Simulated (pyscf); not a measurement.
Four-centre exchange: `[CH3][SiH]([Cl])[Cl]` + `[H][H]` → `[CH4]` + `[Cl][SiH2][Cl]`

Gas phase, singlet surface, charge 0. Bonds broken: C1–Si2, H9–H10. Bonds formed: C1–H9, Si2–H10. PySCF, gas phase, ωB97X-D3(BJ)/def2-SVP geometries.

Transition state (Å):

```xyz
10

C      0.3754     0.4731     0.1105
Si    -1.5367    -0.1854    -0.5150
Cl    -1.8375    -2.2373    -0.6116
Cl    -3.0680     1.2156    -0.4711
H      0.8029     0.5861     1.1247
H      0.3855     1.4605    -0.3742
H      0.9970    -0.2467    -0.4421
H     -1.0841     0.0326    -1.9161
H     -0.7145     0.0526     0.8571
H     -1.7248    -0.3201     1.1338
```

One imaginary mode, 1611i cm⁻¹; descent along it reached the two sides named.

| bond | change | reactant side (Å) | saddle | product side |
|---|---|---|---|---|
| C1–Si2 | breaks | 1.854 | 2.117 | 3.7 |
| H9–H10 | breaks | 0.760 | 1.112 | 2.8 |
| C1–H9 | forms | 3.8 | 1.386 | 1.101 |
| Si2–H10 | forms | 3.5 | 1.665 | 1.478 |

Electronic energies relative to the separated reactants (eV):

```tsv
level	barrier	reaction energy	reverse barrier
ωB97X-D3(BJ)/def2-TZVP	3.08	-0.08	3.15
PBE/def2-TZVP	2.68	-0.15	2.83
r²SCAN/def2-TZVP	2.83	-0.10	2.93
B3LYP-D3(BJ)/def2-TZVP	3.02	-0.14	3.16
PBE0-D3(BJ)/def2-TZVP	2.81	-0.11	2.92
M06-2X/def2-TZVP	3.12	-0.09	3.21
ωB97M-D3(BJ)/def2-TZVP	3.03	-0.12	3.15
HF/def2-TZVP	3.85	-0.37	4.22
```

With ωB97M-D3(BJ)/def2-TZVP energies and thermal terms (ideal gas, 1 atm, RRHO with modes under 100 cm⁻¹ raised to 100, one conformer, R ln 2 for chiral ones without a mode under 150 cm⁻¹), in eV:

```tsv
T (K)	ΔH‡	ΔG‡	ΔH	ΔG
298	3.10	3.47	+0.01	-0.03
600	3.05	3.88	-0.06	-0.05
900	3.03	4.30	-0.11	-0.03
1200	3.03	4.72	-0.14	0.00
```

At the saddle there is also a short H–Si contact that neither side keeps. This is the saddle that the search found; another between the same sides may lie lower.
